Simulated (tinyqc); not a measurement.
Worked calculation (part 1 of 2): coupled-perturbed Hartree-Fock on RHF in the sto-3g basis, for CH3-, spin multiplicity 1. The basis has no diffuse functions, so it cannot describe the extra electron: this is an exercise in the method, not the real anion. Computed by tinyqc, a small Python program that keeps every step (integrals from PySCF). Settings: charge = -1, multiplicity = 1, basis = sto-3g, method = RHF, energy threshold = 1e-10, iteration cap = 61, orthogonalisation = symmetric, start = atomic densities, DIIS depth = 6. Command: `OMP_NUM_THREADS=1 python tinyqc.py 21316 21317 out.jsonl` (the two numbers bound the seeds that draw the settings). One thread of a shared host (Intel(R) Xeon(R) Processor @ 2.60GHz), about 0.2 s of CPU time with the checks. The early iterations of the SCF are left out here.

## One-electron integrals

Geometry (angstrom):
```
atom,x,y,z
C,0.000000,0.000000,0.095000
H,1.039000,0.000000,0.000000
H,-0.519000,0.900000,0.000000
H,-0.519000,-0.900000,0.000000
```

Basis sto-3g: exponents (1/bohr^2) and contraction coefficients of normalised primitives:
```
element,l (shell),exponent,coefficient
C,s (1),71.616837,0.154329
C,s (1),13.045096,0.535328
C,s (1),3.530512,0.444635
C,s (2),2.941249,-0.099967
C,s (2),0.683483,0.399513
C,s (2),0.222290,0.700115
C,p (3),2.941249,0.155916
C,p (3),0.683483,0.607684
C,p (3),0.222290,0.391957
H,s (1),3.425251,0.154329
H,s (1),0.623914,0.535328
H,s (1),0.168855,0.444635
```

Overlap, kinetic and nuclear-attraction integrals over the contracted functions; the nuclear repulsion is the sum of Za Zb / Rab.

nuclear repulsion = 10.01221706 hartree

overlap S:
```
,1C 1s,1C 2s,1C 2px,1C 2py,1C 2pz,2H 1s,3H 1s,4H 1s
1C 1s,1.000000,0.248362,0.000000,0.000000,0.000000,0.069444,0.069456,0.069456
1C 2s,0.248362,1.000000,0.000000,0.000000,0.000000,0.517908,0.517954,0.517954
1C 2px,0.000000,0.000000,1.000000,0.000000,0.000000,0.480756,-0.240176,-0.240176
1C 2py,0.000000,0.000000,0.000000,1.000000,0.000000,0.000000,0.416491,-0.416491
1C 2pz,0.000000,0.000000,0.000000,0.000000,1.000000,-0.043957,-0.043963,-0.043963
2H 1s,0.069444,0.517908,0.480756,0.000000,-0.043957,1.000000,0.164278,0.164278
3H 1s,0.069456,0.517954,-0.240176,0.416491,-0.043963,0.164278,1.000000,0.164092
4H 1s,0.069456,0.517954,-0.240176,-0.416491,-0.043963,0.164278,0.164092,1.000000
```

kinetic energy T (hartree):
```
,1C 1s,1C 2s,1C 2px,1C 2py,1C 2pz,2H 1s,3H 1s,4H 1s
1C 1s,15.891122,-0.085890,0.000000,0.000000,0.000000,-0.008403,-0.008399,-0.008399
1C 2s,-0.085890,0.472250,0.000000,0.000000,0.000000,0.122749,0.122777,0.122777
1C 2px,0.000000,0.000000,1.477728,0.000000,0.000000,0.289427,-0.144610,-0.144610
1C 2py,0.000000,0.000000,0.000000,1.477728,0.000000,0.000000,0.250768,-0.250768
1C 2pz,0.000000,0.000000,0.000000,0.000000,1.477728,-0.026464,-0.026470,-0.026470
2H 1s,-0.008403,0.122749,0.289427,0.000000,-0.026464,0.760032,-0.006152,-0.006152
3H 1s,-0.008399,0.122777,-0.144610,0.250768,-0.026470,-0.006152,0.760032,-0.006173
4H 1s,-0.008399,0.122777,-0.144610,-0.250768,-0.026470,-0.006152,-0.006173,0.760032
```

nuclear attraction V (hartree):
```
,1C 1s,1C 2s,1C 2px,1C 2py,1C 2pz,2H 1s,3H 1s,4H 1s
1C 1s,-35.174410,-4.570154,-0.000014,0.000000,0.005050,-1.304149,-1.304385,-1.304385
1C 2s,-4.570154,-6.658747,-0.000144,0.000000,0.050265,-2.971856,-2.972126,-2.972126
1C 2px,-0.000014,-0.000144,-6.684327,0.000000,0.000009,-2.561522,1.279627,1.279627
1C 2py,0.000000,0.000000,0.000000,-6.684587,0.000000,0.000000,-2.219134,2.219134
1C 2pz,0.005050,0.050265,0.000009,0.000000,-6.482781,0.247195,0.247226,0.247226
2H 1s,-1.304149,-2.971856,-2.561522,0.000000,0.247195,-4.778537,-0.871295,-0.871295
3H 1s,-1.304385,-2.972126,1.279627,-2.219134,0.247226,-0.871295,-4.778612,-0.870450
4H 1s,-1.304385,-2.972126,1.279627,2.219134,0.247226,-0.871295,-0.870450,-4.778612
```

core Hamiltonian H = T + V (hartree):
```
,1C 1s,1C 2s,1C 2px,1C 2py,1C 2pz,2H 1s,3H 1s,4H 1s
1C 1s,-19.283289,-4.656044,-0.000014,0.000000,0.005050,-1.312552,-1.312784,-1.312784
1C 2s,-4.656044,-6.186497,-0.000144,0.000000,0.050265,-2.849107,-2.849349,-2.849349
1C 2px,-0.000014,-0.000144,-5.206599,0.000000,0.000009,-2.272095,1.135017,1.135017
1C 2py,0.000000,0.000000,0.000000,-5.206859,0.000000,0.000000,-1.968366,1.968366
1C 2pz,0.005050,0.050265,0.000009,0.000000,-5.005052,0.220732,0.220756,0.220756
2H 1s,-1.312552,-2.849107,-2.272095,0.000000,0.220732,-4.018505,-0.877446,-0.877446
3H 1s,-1.312784,-2.849349,1.135017,-1.968366,0.220756,-0.877446,-4.018580,-0.876623
4H 1s,-1.312784,-2.849349,1.135017,1.968366,0.220756,-0.877446,-0.876623,-4.018580
```

## Two-electron integrals

Functions are numbered as in S; the eight-fold symmetry (ij|kl) = (ji|kl) = (kl|ij) leaves the list below.

Two-electron integrals (ij|kl) in chemists' order, unique and non-zero (hartree):
```
i,j,k,l,(ij|kl)
1,1,1,1,3.541948
2,1,1,1,0.576921
2,1,2,1,0.111888
2,2,1,1,0.854682
2,2,2,1,0.205284
2,2,2,2,0.624709
3,1,3,1,0.020296
3,2,3,1,0.030858
3,2,3,2,0.137996
3,3,1,1,0.852436
3,3,2,1,0.205335
3,3,2,2,0.624568
3,3,3,3,0.672833
4,1,4,1,0.020296
4,2,4,1,0.030858
4,2,4,2,0.137996
4,3,4,3,0.036269
4,4,1,1,0.852436
4,4,2,1,0.205335
4,4,2,2,0.624568
4,4,3,3,0.600295
4,4,4,4,0.672833
5,1,5,1,0.020296
5,2,5,1,0.030858
5,2,5,2,0.137996
5,3,5,3,0.036269
5,4,5,4,0.036269
5,5,1,1,0.852436
5,5,2,1,0.205335
5,5,2,2,0.624568
5,5,3,3,0.600295
5,5,4,4,0.600295
5,5,5,5,0.672833
6,1,1,1,0.162965
6,1,2,1,0.031378
6,1,2,2,0.057341
6,1,3,1,0.001928
6,1,3,2,0.003554
6,1,3,3,0.057745
6,1,4,4,0.057146
6,1,5,1,-0.000176
6,1,5,2,-0.000325
6,1,5,3,-0.000055
6,1,5,5,0.057151
6,1,6,1,0.009001
6,2,1,1,0.357328
6,2,2,1,0.086807
6,2,2,2,0.286775
6,2,3,1,0.008213
6,2,3,2,0.054367
6,2,3,3,0.299432
6,2,4,4,0.280239
6,2,5,1,-0.000751
6,2,5,2,-0.004971
6,2,5,3,-0.001755
6,2,5,5,0.280399
6,2,6,1,0.025326
6,2,6,2,0.166724
6,3,1,1,0.290469
6,3,2,1,0.071534
6,3,2,2,0.250613
6,3,3,1,0.015187
6,3,3,2,0.091888
6,3,3,3,0.275656
6,3,4,4,0.237894
6,3,5,1,-0.000544
6,3,5,2,-0.004069
6,3,5,3,-0.002455
6,3,5,5,0.238027
6,3,6,1,0.021948
6,3,6,2,0.173362
6,3,6,3,0.198666
6,4,4,1,0.009236
6,4,4,2,0.047385
6,4,4,3,0.010912
6,4,5,4,-0.000998
6,4,6,4,0.021633
6,5,1,1,-0.026559
6,5,2,1,-0.006541
6,5,2,2,-0.022915
6,5,3,1,-0.000544
6,5,3,2,-0.004069
6,5,3,3,-0.023209
6,5,4,4,-0.021752
6,5,5,1,0.009285
6,5,5,2,0.047757
6,5,5,3,0.011046
6,5,5,5,-0.023759
6,5,6,1,-0.002007
6,5,6,2,-0.015851
6,5,6,3,-0.016187
6,5,6,5,0.023113
6,6,1,1,0.493134
6,6,2,1,0.121865
6,6,2,2,0.454250
6,6,3,1,0.015437
6,6,3,2,0.133414
6,6,3,3,0.501626
6,6,4,4,0.430020
6,6,5,1,-0.001412
6,6,5,2,-0.012199
6,6,5,3,-0.006547
6,6,5,5,0.430619
6,6,6,1,0.036192
6,6,6,2,0.323590
6,6,6,3,0.373140
6,6,6,5,-0.034118
6,6,6,6,0.774606
7,1,1,1,0.162994
7,1,2,1,0.031384
7,1,2,2,0.057351
7,1,3,1,-0.000963
7,1,3,2,-0.001776
7,1,3,3,0.057306
7,1,4,1,0.001670
7,1,4,2,0.003079
7,1,4,3,-0.000259
7,1,4,4,0.057606
7,1,5,1,-0.000176
7,1,5,2,-0.000325
7,1,5,3,0.000027
7,1,5,4,-0.000047
7,1,5,5,0.057161
7,1,6,1,0.008710
7,1,6,2,0.023764
7,1,6,3,0.019082
7,1,6,4,0.000881
7,1,6,5,-0.001884
7,1,6,6,0.033113
7,1,7,1,0.009005
7,2,1,1,0.357369
7,2,2,1,0.086817
7,2,2,2,0.286805
7,2,3,1,-0.004103
7,2,3,2,-0.027162
7,2,3,3,0.285059
7,2,4,1,0.007116
7,2,4,2,0.047101
7,2,4,3,-0.008306
7,2,4,4,0.294673
7,2,5,1,-0.000751
7,2,5,2,-0.004972
7,2,5,3,0.000877
7,2,5,4,-0.001520
7,2,5,5,0.280429
7,2,6,1,0.023762
7,2,6,2,0.122717
7,2,6,3,0.099069
7,2,6,4,0.014445
7,2,6,5,-0.011345
7,2,6,6,0.189002
7,2,7,1,0.025334
7,2,7,2,0.166756
7,3,1,1,-0.145117
7,3,2,1,-0.035738
7,3,2,2,-0.125204
7,3,3,1,0.010722
7,3,3,2,0.058498
7,3,3,3,-0.131741
7,3,4,1,-0.002576
7,3,4,2,-0.019260
7,3,4,3,0.012900
7,3,4,4,-0.124825
7,3,5,1,0.000272
7,3,5,2,0.002033
7,3,5,3,-0.001362
7,3,5,4,0.000631
7,3,5,5,-0.118916
7,3,6,1,-0.008768
7,3,6,2,-0.036975
7,3,6,3,-0.015906
7,3,6,4,-0.003263
7,3,6,5,0.003341
7,3,6,6,-0.044053
7,3,7,1,-0.010967
7,3,7,2,-0.086618
7,3,7,3,0.065823
7,4,1,1,0.251649
7,4,2,1,0.061974
7,4,2,2,0.217117
7,4,3,1,-0.002576
7,4,3,2,-0.019260
7,4,3,3,0.209544
7,4,4,1,0.013703
7,4,4,2,0.080790
7,4,4,3,-0.011427
7,4,4,4,0.235368
7,4,5,1,-0.000471
7,4,5,2,-0.003525
7,4,5,3,0.000631
7,4,5,4,-0.002092
7,4,5,5,0.206214
7,4,6,1,0.016969
7,4,6,2,0.093035
7,4,6,3,0.074468
7,4,6,4,0.025154
7,4,6,5,-0.008419
7,4,6,6,0.143209
7,4,7,1,0.019019
7,4,7,2,0.150204
7,4,7,3,-0.076622
7,4,7,4,0.154508
7,5,1,1,-0.026563
7,5,2,1,-0.006542
7,5,2,2,-0.022918
7,5,3,1,0.000272
7,5,3,2,0.002033
7,5,3,3,-0.022119
7,5,4,1,-0.000471
7,5,4,2,-0.003525
7,5,4,3,0.000631
7,5,4,4,-0.022849
7,5,5,1,0.009287
7,5,5,2,0.047764
7,5,5,3,-0.005518
7,5,5,4,0.009570
7,5,5,5,-0.023763
7,5,6,1,-0.001884
7,5,6,2,-0.011345
7,5,6,3,-0.008963
7,5,6,4,-0.001311
7,5,6,5,0.016010
7,5,6,6,-0.018640
7,5,7,1,-0.002008
7,5,7,2,-0.015855
7,5,7,3,0.008088
7,5,7,4,-0.014025
7,5,7,5,0.023118
7,6,1,1,0.103343
7,6,2,1,0.025159
7,6,2,2,0.085521
7,6,3,1,0.000999
7,6,3,2,0.006938
7,6,3,3,0.086255
7,6,4,1,0.001729
7,6,4,2,0.012009
7,6,4,3,0.000421
7,6,4,4,0.086741
7,6,5,1,-0.000365
7,6,5,2,-0.002535
7,6,5,3,-0.000331
7,6,5,4,-0.000573
7,6,5,5,0.083487
7,6,6,1,0.007161
7,6,6,2,0.044745
7,6,6,3,0.042942
7,6,6,4,0.004740
7,6,6,5,-0.004677
7,6,6,6,0.081128
7,6,7,1,0.007162
7,6,7,2,0.044749
7,6,7,3,-0.017346
7,6,7,4,0.039570
7,6,7,5,-0.004677
7,6,7,6,0.014410
7,7,1,1,0.493166
7,7,2,1,0.121873
7,7,2,2,0.454271
7,7,3,1,-0.007713
7,7,3,2,-0.066651
7,7,3,3,0.447911
7,7,4,1,0.013375
7,7,4,2,0.115580
7,7,4,3,-0.030989
7,7,4,4,0.483779
7,7,5,1,-0.001412
7,7,5,2,-0.012200
7,7,5,3,0.003271
7,7,5,4,-0.005672
7,7,5,5,0.430640
7,7,6,1,0.033109
7,7,6,2,0.188991
7,7,6,3,0.146063
7,7,6,4,0.033376
7,7,6,5,-0.018638
7,7,6,6,0.292042
7,7,7,1,0.036201
7,7,7,2,0.323625
7,7,7,3,-0.186419
7,7,7,4,0.323270
7,7,7,5,-0.034123
7,7,7,6,0.081128
7,7,7,7,0.774606
8,1,1,1,0.162994
8,1,2,1,0.031384
8,1,2,2,0.057351
8,1,3,1,-0.000963
8,1,3,2,-0.001776
8,1,3,3,0.057306
8,1,4,1,-0.001670
8,1,4,2,-0.003079
8,1,4,3,0.000259
8,1,4,4,0.057606
8,1,5,1,-0.000176
8,1,5,2,-0.000325
8,1,5,3,0.000027
8,1,5,4,0.000047
8,1,5,5,0.057161
8,1,6,1,0.008710
8,1,6,2,0.023764
8,1,6,3,0.019082
8,1,6,4,-0.000881
8,1,6,5,-0.001884
8,1,6,6,0.033113
8,1,7,1,0.008711
8,1,7,2,0.023765
8,1,7,3,-0.010295
8,1,7,4,0.016090
8,1,7,5,-0.001884
8,1,7,6,0.006800
8,1,7,7,0.033113
8,1,8,1,0.009005
8,2,1,1,0.357369
8,2,2,1,0.086817
8,2,2,2,0.286805
8,2,3,1,-0.004103
8,2,3,2,-0.027162
8,2,3,3,0.285059
8,2,4,1,-0.007116
8,2,4,2,-0.047101
8,2,4,3,0.008306
8,2,4,4,0.294673
8,2,5,1,-0.000751
8,2,5,2,-0.004972
8,2,5,3,0.000877
8,2,5,4,0.001520
8,2,5,5,0.280429
8,2,6,1,0.023762
8,2,6,2,0.122717
8,2,6,3,0.099069
8,2,6,4,-0.014445
8,2,6,5,-0.011345
8,2,6,6,0.189002
8,2,7,1,0.023765
8,2,7,2,0.122705
8,2,7,3,-0.061973
8,2,7,4,0.078586
8,2,7,5,-0.011344
8,2,7,6,0.034897
8,2,7,7,0.188953
8,2,8,1,0.025334
8,2,8,2,0.166756
8,3,1,1,-0.145117
8,3,2,1,-0.035738
8,3,2,2,-0.125204
8,3,3,1,0.010722
8,3,3,2,0.058498
8,3,3,3,-0.131741
8,3,4,1,0.002576
8,3,4,2,0.019260
8,3,4,3,-0.012900
8,3,4,4,-0.124825
8,3,5,1,0.000272
8,3,5,2,0.002033
8,3,5,3,-0.001362
8,3,5,4,-0.000631
8,3,5,5,-0.118916
8,3,6,1,-0.008768
8,3,6,2,-0.036975
8,3,6,3,-0.015906
8,3,6,4,0.003263
8,3,6,5,0.003341
8,3,6,6,-0.044053
8,3,7,1,-0.010295
8,3,7,2,-0.061973
8,3,7,3,0.045633
8,3,7,4,-0.038828
8,3,7,5,0.005611
8,3,7,6,-0.013364
8,3,7,7,-0.101802
8,3,8,1,-0.010967
8,3,8,2,-0.086618
8,3,8,3,0.065823
8,4,1,1,-0.251649
8,4,2,1,-0.061974
8,4,2,2,-0.217117
8,4,3,1,0.002576
8,4,3,2,0.019260
8,4,3,3,-0.209544
8,4,4,1,0.013703
8,4,4,2,0.080790
8,4,4,3,-0.011427
8,4,4,4,-0.235368
8,4,5,1,0.000471
8,4,5,2,0.003525
8,4,5,3,-0.000631
8,4,5,4,-0.002092
8,4,5,5,-0.206214
8,4,6,1,-0.016969
8,4,6,2,-0.093035
8,4,6,3,-0.074468
8,4,6,4,0.025154
8,4,6,5,0.008419
8,4,6,6,-0.143209
8,4,7,1,-0.016090
8,4,7,2,-0.078586
8,4,7,3,0.038828
8,4,7,4,-0.036520
8,4,7,5,0.007107
8,4,7,6,-0.023183
8,4,7,7,-0.109816
8,4,8,1,-0.019019
8,4,8,2,-0.150204
8,4,8,3,0.076622
8,4,8,4,0.154508
8,5,1,1,-0.026563
8,5,2,1,-0.006542
8,5,2,2,-0.022918
8,5,3,1,0.000272
8,5,3,2,0.002033
8,5,3,3,-0.022119
8,5,4,1,0.000471
8,5,4,2,0.003525
8,5,4,3,-0.000631
8,5,4,4,-0.022849
8,5,5,1,0.009287
8,5,5,2,0.047764
8,5,5,3,-0.005518
8,5,5,4,-0.009570
8,5,5,5,-0.023763
8,5,6,1,-0.001884
8,5,6,2,-0.011345
8,5,6,3,-0.008963
8,5,6,4,0.001311
8,5,6,5,0.016010
8,5,6,6,-0.018640
8,5,7,1,-0.001884
8,5,7,2,-0.011344
8,5,7,3,0.005611
8,5,7,4,-0.007107
8,5,7,5,0.016008
8,5,7,6,-0.003544
8,5,7,7,-0.018634
8,5,8,1,-0.002008
8,5,8,2,-0.015855
8,5,8,3,0.008088
8,5,8,4,0.014025
8,5,8,5,0.023118
8,6,1,1,0.103343
8,6,2,1,0.025159
8,6,2,2,0.085521
8,6,3,1,0.000999
8,6,3,2,0.006938
8,6,3,3,0.086255
8,6,4,1,-0.001729
8,6,4,2,-0.012009
8,6,4,3,-0.000421
8,6,4,4,0.086741
8,6,5,1,-0.000365
8,6,5,2,-0.002535
8,6,5,3,-0.000331
8,6,5,4,0.000573
8,6,5,5,0.083487
8,6,6,1,0.007161
8,6,6,2,0.044745
8,6,6,3,0.042942
8,6,6,4,-0.004740
8,6,6,5,-0.004677
8,6,6,6,0.081128
8,6,7,1,0.006800
8,6,7,2,0.034897
8,6,7,3,-0.013364
8,6,7,4,0.023183
8,6,7,5,-0.003544
8,6,7,6,0.011697
8,6,7,7,0.052858
8,6,8,1,0.007162
8,6,8,2,0.044749
8,6,8,3,-0.017346
8,6,8,4,-0.039570
8,6,8,5,-0.004677
8,6,8,6,0.014410
8,7,1,1,0.103253
8,7,2,1,0.025136
8,7,2,2,0.085437
8,7,3,1,-0.001992
8,7,3,2,-0.013838
8,7,3,3,0.086892
8,7,4,4,0.085932
8,7,5,1,-0.000365
8,7,5,2,-0.002533
8,7,5,3,0.000660
8,7,5,5,0.083407
8,7,6,1,0.006793
8,7,6,2,0.034864
8,7,6,3,0.026739
8,7,6,5,-0.003540
8,7,6,6,0.052814
8,7,7,1,0.007155
8,7,7,2,0.044696
8,7,7,3,-0.025522
8,7,7,4,0.034789
8,7,7,5,-0.004672
8,7,7,6,0.011685
8,7,7,7,0.081020
8,7,8,1,0.007155
8,7,8,2,0.044696
8,7,8,3,-0.025522
8,7,8,4,-0.034789
8,7,8,5,-0.004672
8,7,8,6,0.011685
8,7,8,7,0.014375
8,8,1,1,0.493166
8,8,2,1,0.121873
8,8,2,2,0.454271
8,8,3,1,-0.007713
8,8,3,2,-0.066651
8,8,3,3,0.447911
8,8,4,1,-0.013375
8,8,4,2,-0.115580
8,8,4,3,0.030989
8,8,4,4,0.483779
8,8,5,1,-0.001412
8,8,5,2,-0.012200
8,8,5,3,0.003271
8,8,5,4,0.005672
8,8,5,5,0.430640
8,8,6,1,0.033109
8,8,6,2,0.188991
8,8,6,3,0.146063
8,8,6,4,-0.033376
8,8,6,5,-0.018638
8,8,6,6,0.292042
8,8,7,1,0.033113
8,8,7,2,0.188953
8,8,7,3,-0.101802
8,8,7,4,0.109816
8,8,7,5,-0.018634
8,8,7,6,0.052858
8,8,7,7,0.291928
8,8,8,1,0.036201
8,8,8,2,0.323625
8,8,8,3,-0.186419
8,8,8,4,-0.323270
8,8,8,5,-0.034123
8,8,8,6,0.081128
8,8,8,7,0.081020
8,8,8,8,0.774606
```

## Orthogonalisation

S = U s U^T; symmetric (Loewdin) form X = U s^(-1/2) U^T, so that X^T S X = 1.

eigenvalues of S: 0.231641  0.323260  0.323483  0.952894  1.008704  1.512176  1.512648  2.135194

X:
```
,1C 1s,1C 2s,1C 2px,1C 2py,1C 2pz,2H 1s,3H 1s,4H 1s
1C 1s,1.028617,-0.170809,-0.000012,0.000000,0.003443,0.026174,0.026170,0.026170
1C 2s,-0.170809,1.511862,0.000114,0.000000,-0.040555,-0.380836,-0.380866,-0.380866
1C 2px,-0.000012,0.000114,1.220387,0.000000,-0.000009,-0.382197,0.190950,0.190950
1C 2py,0.000000,0.000000,0.000000,1.220713,0.000000,0.000000,-0.331177,0.331177
1C 2pz,0.003443,-0.040555,-0.000009,0.000000,1.003373,0.031773,0.031777,0.031777
2H 1s,0.026174,-0.380836,-0.382197,0.000000,0.031773,1.313474,-0.037565,-0.037565
3H 1s,0.026170,-0.380866,0.190950,-0.331177,0.031777,-0.037565,1.313551,-0.037642
4H 1s,0.026170,-0.380866,0.190950,0.331177,0.031777,-0.037565,-0.037642,1.313551
```

## Iteration 8 (converged): orbitals

converged F (hartree):
```
,1C 1s,1C 2s,1C 2px,1C 2py,1C 2pz,2H 1s,3H 1s,4H 1s
1C 1s,-10.353368,-2.818881,-0.000002,0.000000,0.007911,-0.801549,-0.801688,-0.801688
1C 2s,-2.818881,-1.007450,-0.000043,0.000000,0.024568,-0.538850,-0.538925,-0.538925
1C 2px,-0.000002,-0.000043,0.229637,0.000000,0.000010,-0.229300,0.114567,0.114567
1C 2py,0.000000,0.000000,0.000000,0.229348,0.000000,0.000000,-0.198630,0.198630
1C 2pz,0.007911,0.024568,0.000010,0.000000,0.226454,0.030848,0.030856,0.030856
2H 1s,-0.801549,-0.538850,-0.229300,0.000000,0.030848,-0.137318,-0.192280,-0.192280
3H 1s,-0.801688,-0.538925,0.114567,-0.198630,0.030856,-0.192280,-0.137417,-0.192162
4H 1s,-0.801688,-0.538925,0.114567,0.198630,0.030856,-0.192280,-0.192162,-0.137417
```

Diagonalise F' = X^T F X, C = X C', fill 5 alpha and 5 beta electrons from the bottom; D = 2 C_occ C_occ^T. Each column has its largest component positive (the first on a tie).

F' = X^T F X (hartree):
```
,1,2,3,4,5,6,7,8
1,-10.109328,-1.587669,-0.000027,0.000000,0.013141,-0.136553,-0.136613,-0.136613
2,-1.587669,0.173209,0.000111,0.000000,-0.042578,-0.473733,-0.473783,-0.473783
3,-0.000027,0.000111,0.674744,0.000000,-0.000002,-0.563761,0.281699,0.281699
4,0.000000,0.000000,0.000000,0.674972,0.000000,0.000000,-0.488411,0.488411
5,0.013141,-0.042578,-0.000002,0.000000,0.233009,0.047298,0.047313,0.047313
6,-0.136553,-0.473733,-0.563761,0.000000,0.047298,0.431796,-0.073891,-0.073891
7,-0.136613,-0.473783,0.281699,-0.488411,0.047313,-0.073891,0.431799,-0.073993
8,-0.136613,-0.473783,0.281699,0.488411,0.047313,-0.073891,-0.073993,0.431799
```

orbital energies (hartree): MO1 -10.360892, MO2 -0.424882, MO3 -0.105496, MO4 -0.105274, MO5 0.225877, MO6 1.140734, MO7 1.285671, MO8 1.286260

coefficients C:
```
,MO1,MO2,MO3,MO4,MO5,MO6,MO7,MO8
1C 1s,0.991797,-0.211426,0.000000,0.000032,-0.029156,-0.245121,-0.000294,0.000000
1C 2s,0.038163,0.546290,0.000000,-0.000105,0.135626,1.559940,0.001888,0.000000
1C 2px,0.000004,0.000033,0.000000,0.458350,-0.000009,-0.001195,1.224033,0.000000
1C 2py,0.000000,0.000000,0.458284,0.000000,0.000000,0.000000,0.000000,1.224530
1C 2pz,-0.001771,-0.032965,0.000000,0.000003,0.991747,-0.163679,-0.000179,0.000000
2H 1s,-0.007824,0.266163,0.000000,0.572862,-0.030003,-0.764279,-1.018206,0.000000
3H 1s,-0.007823,0.266204,0.495998,-0.286406,-0.030037,-0.766208,0.507610,-0.881207
4H 1s,-0.007823,0.266204,-0.495998,-0.286406,-0.030037,-0.766208,0.507610,0.881207
```

D after iteration 8:
```
,1C 1s,1C 2s,1C 2px,1C 2py,1C 2pz,2H 1s,3H 1s,4H 1s
1C 1s,2.058423,-0.163210,0.000023,0.000000,-0.047405,-0.126280,-0.126349,-0.126349
1C 2s,-0.163210,0.636566,-0.000062,0.000000,0.232862,0.281948,0.282164,0.282164
1C 2px,0.000023,-0.000062,0.420169,0.000000,-0.000018,0.525160,-0.262530,-0.262530
1C 2py,0.000000,0.000000,0.000000,0.420048,0.000000,0.000000,0.454615,-0.454615
1C 2pz,-0.047405,0.232862,-0.000018,0.000000,1.969305,-0.077029,-0.077104,-0.077104
2H 1s,-0.126280,0.281948,0.525160,0.000000,-0.077029,0.799950,-0.184510,-0.184510
3H 1s,-0.126349,0.282164,-0.262530,0.454615,-0.077104,-0.184510,0.799740,-0.184314
4H 1s,-0.126349,0.282164,-0.262530,-0.454615,-0.077104,-0.184510,-0.184314,0.799740
```

## Convergence

Stop when the energy changes by less than 1e-10 hartree and every element of the error matrix X^T (F D S - S D F) X is below 3e-06.

Course of the cycle:
```
iteration,E (hartree),change,largest element of the error matrix
1,-41.75986220,-,1.12e+00
2,-38.79167122,2.97e+00,4.66e-02
3,-38.79719095,-5.52e-03,1.47e-02
4,-38.79777936,-5.88e-04,1.77e-03
5,-38.79778422,-4.87e-06,2.71e-04
6,-38.79778435,-1.24e-07,1.23e-05
7,-38.79778435,-3.46e-10,1.17e-07
8,-38.79778435,-4.97e-14,4.28e-08
```

PySCF RHF in the same basis = -38.79778435 hartree

Converged in 8 iterations.
